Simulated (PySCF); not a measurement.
## Atomic charges against the basis set

Species: cyclopentanol, C5H10O.
Z-matrix (Å and degrees, PBE0-D3(BJ)/def2-SVP geometry), rows numbered from 1:
```
O 
C   1  1.4111
C   2  1.5214  1  107.18
C   3  1.5377  2  104.37  1    76.99
C   4  1.5480  3  105.70  2    23.59
C   2  1.5273  1  111.61  3   111.07
H   1  0.9624  2  107.96  3  -170.63
H   2  1.1080  1  110.89  3  -122.78
H   3  1.0996  2  111.28  1   -45.87
H   3  1.1017  2  108.80  1  -164.40
H   4  1.0992  3  110.16  2   -95.47
H   4  1.1002  3  111.67  2   146.07
H   5  1.0997  4  110.10  3  -116.27
H   5  1.1001  4  112.76  3   124.62
H   6  1.1028  2  112.76  1    51.18
H   6  1.1030  2  108.85  1   169.44
```

PBE0 throughout (PySCF), one geometry, spherical d and f functions. Geometry: PBE0-D3(BJ)/def2-SVP, one conformer, isolated molecule. Atoms taken as equivalent share a column and are averaged. The first 7 of 10 kinds of atom are listed.

Mulliken charges (e):

| basis | functions | O1 | C2 | C3/C6 | C4/C5 | H7 | H8 | H9/H15 |
| --- | --- | --- | --- | --- | --- | --- | --- | --- |
| STO-3G | 40 | -0.295 | +0.033 | -0.151 | -0.145 | +0.193 | +0.059 | +0.075 |
| 6-31G | 74 | -0.613 | +0.026 | -0.316 | -0.317 | +0.369 | +0.151 | +0.167 |
| pcSseg-0 | 74 | -0.661 | -0.029 | -0.464 | -0.471 | +0.365 | +0.228 | +0.244 |
| 6-31G* | 104 | -0.653 | +0.093 | -0.347 | -0.332 | +0.412 | +0.143 | +0.170 |
| def2-SVP | 134 | -0.314 | +0.014 | -0.036 | -0.050 | +0.168 | +0.022 | +0.035 |
| cc-pVDZ | 134 | -0.265 | +0.024 | -0.028 | -0.052 | +0.141 | +0.001 | +0.026 |
| pcSseg-1 | 152 | -0.433 | -0.025 | -0.196 | -0.219 | +0.224 | +0.103 | +0.122 |
| 6-311+G(2d,p) | 222 | -0.400 | +0.076 | -0.307 | -0.242 | +0.258 | +0.100 | +0.134 |
| aug-cc-pVDZ | 228 | -0.625 | +0.582 | +0.615 | +0.571 | +0.108 | -0.292 | -0.287 |
| def2-TZVP | 246 | -0.445 | +0.085 | -0.222 | -0.197 | +0.300 | +0.079 | +0.110 |
| IGLO-III | 310 | -0.409 | +0.071 | -0.272 | -0.214 | +0.271 | +0.081 | +0.124 |
| cc-pVTZ | 320 | -0.346 | +0.080 | -0.169 | -0.174 | +0.198 | +0.063 | +0.084 |

IAO charges (e):

```tsv
basis	functions	O1	C2	C3/C6	C4/C5	H7	H8	H9/H15
STO-3G	40	-0.342	-0.007	-0.267	-0.258	+0.238	+0.109	+0.132
6-31G	74	-0.539	+0.069	-0.279	-0.274	+0.339	+0.117	+0.141
pcSseg-0	74	-0.517	+0.062	-0.285	-0.280	+0.328	+0.119	+0.144
6-31G*	104	-0.546	+0.099	-0.268	-0.262	+0.340	+0.106	+0.133
def2-SVP	134	-0.545	+0.100	-0.263	-0.258	+0.341	+0.104	+0.131
cc-pVDZ	134	-0.547	+0.100	-0.269	-0.263	+0.343	+0.107	+0.133
pcSseg-1	152	-0.556	+0.097	-0.269	-0.264	+0.346	+0.110	+0.135
6-311+G(2d,p)	222	-0.574	+0.097	-0.275	-0.270	+0.356	+0.114	+0.138
aug-cc-pVDZ	228	-0.574	+0.098	-0.274	-0.270	+0.356	+0.114	+0.137
def2-TZVP	246	-0.570	+0.100	-0.275	-0.270	+0.354	+0.113	+0.137
IGLO-III	310	-0.575	+0.098	-0.276	-0.271	+0.357	+0.114	+0.138
cc-pVTZ	320	-0.568	+0.100	-0.276	-0.271	+0.354	+0.112	+0.137
```

Some averages cover members that differ in this geometry, most widely: C4/C5, Mulliken in aug-cc-pVDZ +0.526 to +0.615; C3/C6, Mulliken in def2-TZVP -0.258 to -0.186; C4/C5, Mulliken in 6-311+G(2d,p) -0.274 to -0.209; C3/C6, Mulliken in 6-311+G(2d,p) -0.338 to -0.277 e.

Question: Which scheme is steadiest as the basis changes?

Answer: Largest range over the bases for any column: IAO 0.23 e, Mulliken 1.08 e. IAO charges move least and Mulliken charges most, counted in e. Without the minimal STO-3G basis the ranges are IAO 0.06, Mulliken 1.08 e.

Question: How much do the charges still move between the two largest bases, IGLO-III and cc-pVTZ?

Answer: At most, over all atoms: Mulliken 0.113 e, IAO 0.006 e.

Question: What do the same runs give for the total energy, the frontier levels and the dipole moment?

Answer: 
```json
{"basis": "STO-3G", "energy (Eh)": "-268.1008", "HOMO (eV)": "-3.93", "LUMO (eV)": "8.79", "μ (D)": "1.25"}
{"basis": "6-31G", "energy (Eh)": "-271.3740", "HOMO (eV)": "-7.38", "LUMO (eV)": "2.15", "μ (D)": "1.75"}
{"basis": "pcSseg-0", "energy (Eh)": "-270.8238", "HOMO (eV)": "-7.46", "LUMO (eV)": "1.71", "μ (D)": "1.79"}
{"basis": "6-31G*", "energy (Eh)": "-271.4452", "HOMO (eV)": "-7.37", "LUMO (eV)": "2.25", "μ (D)": "1.44"}
{"basis": "def2-SVP", "energy (Eh)": "-271.2588", "HOMO (eV)": "-7.54", "LUMO (eV)": "1.46", "μ (D)": "1.43"}
{"basis": "cc-pVDZ", "energy (Eh)": "-271.4694", "HOMO (eV)": "-7.45", "LUMO (eV)": "1.54", "μ (D)": "1.35"}
{"basis": "pcSseg-1", "energy (Eh)": "-271.4214", "HOMO (eV)": "-7.70", "LUMO (eV)": "1.13", "μ (D)": "1.50"}
{"basis": "6-311+G(2d,p)", "energy (Eh)": "-271.5357", "HOMO (eV)": "-7.76", "LUMO (eV)": "0.19", "μ (D)": "1.51"}
{"basis": "aug-cc-pVDZ", "energy (Eh)": "-271.4919", "HOMO (eV)": "-7.75", "LUMO (eV)": "-0.19", "μ (D)": "1.45"}
{"basis": "def2-TZVP", "energy (Eh)": "-271.5555", "HOMO (eV)": "-7.72", "LUMO (eV)": "0.87", "μ (D)": "1.45"}
{"basis": "IGLO-III", "energy (Eh)": "-271.5649", "HOMO (eV)": "-7.75", "LUMO (eV)": "0.52", "μ (D)": "1.45"}
{"basis": "cc-pVTZ", "energy (Eh)": "-271.5497", "HOMO (eV)": "-7.67", "LUMO (eV)": "0.95", "μ (D)": "1.40"}
```

The dipole is fixed by the density alone, so its range of 0.54 D shows that the density itself changes with the basis, not only its division among atoms.
